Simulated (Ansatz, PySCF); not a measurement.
This PySCF input computes a B3LYP/def2-TZVPD energy:

```python
from pyscf import gto, scf, dft

mol = gto.M(
    atom='''
    Si    0.00024619   -0.01101351    1.17211551
    Si   -0.00024619    0.01101351   -1.17211551
    H    -0.00038068    1.37523852    1.69966304
    H    -1.20404743   -0.71202958    1.68030332
    H     1.20549084   -0.71075196    1.67980924
    H     0.00038068   -1.37523852   -1.69966304
    H    -1.20549084    0.71075196   -1.67980924
    H     1.20404743    0.71202958   -1.68030332
    ''',
    basis='def2-tzvpd',
    charge=0,
    spin=0,
    verbose=4,
)

mf = dft.RKS(mol, xc='b3lyp').density_fit(auxbasis='def2-universal-jkfit')
mf.grids.level = 3
mf.conv_tol = 1e-9
mf.max_cycle = 100
mf.max_memory = 1500
mf.kernel()
if not mf.converged:
    mf = mf.newton()
    mf.kernel(mf.make_rdm1())
mf.analyze()
```

### Question
Write an input for the same energy in Ansatz (a program for electronic structure) and say what it gives.

### Answer

Ansatz 0.2 input:
```yaml
crystal:
  periodic: [false, false, false]
  atoms:
    - {symbol: Si, position_ang: [0.00024619, -0.01101351, 1.17211551]}
    - {symbol: Si, position_ang: [-0.00024619, 0.01101351, -1.17211551]}
    - {symbol: H, position_ang: [-0.00038068, 1.37523852, 1.69966304]}
    - {symbol: H, position_ang: [-1.20404743, -0.71202958, 1.68030332]}
    - {symbol: H, position_ang: [1.20549084, -0.71075196, 1.67980924]}
    - {symbol: H, position_ang: [0.00038068, -1.37523852, -1.69966304]}
    - {symbol: H, position_ang: [-1.20549084, 0.71075196, -1.67980924]}
    - {symbol: H, position_ang: [1.20404743, 0.71202958, -1.68030332]}
basis:
  gaussian:
    orbitals: def2-TZVPD
hamiltonian:
  xc: {name: B3LYP}
output: {forces: true}
```
It gives -582.64296 Eh, and PySCF -582.64303 Eh, a difference of 0.07 mEh, from the treatment of integrals and grids.
